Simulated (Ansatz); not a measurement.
System: hcp Ru. Method: PBEsol in Ansatz (plane waves, PAW).

Numerical settings: plane-wave cutoff 520 eV, 18×18×12 k mesh (along the axes of the cell as run), Fermi–Dirac smearing 0.1 eV, perturbation theory, no spin polarisation, scalar-relativistic PAW data made under PBE.

The cell has the measured lattice parameters. Conventional cell: a = 2.7058 Å, b = 2.7058 Å, c = 4.2816 Å, α = 90.00°, β = 90.00°, γ = 120.00°.

Harmonic phonon frequencies (cm⁻¹; i marks an imaginary mode):

```tsv
q point	frequencies
Γ	0 0 0 197 197 250
M	…
K	…
A	…
```

Fill in the missing entries.


- M, frequencies: 137 168 174 203 206 210
- K, frequencies: 173 173 201 201 207 256
- A, frequencies: 136 136 136 136 208 208

No imaginary mode appears at these points.

Note: the cell isn't this level's own, so it is under some stress, which shifts stiffness and frequencies.

Ansatz is a quantum-chemistry and plane-wave program.
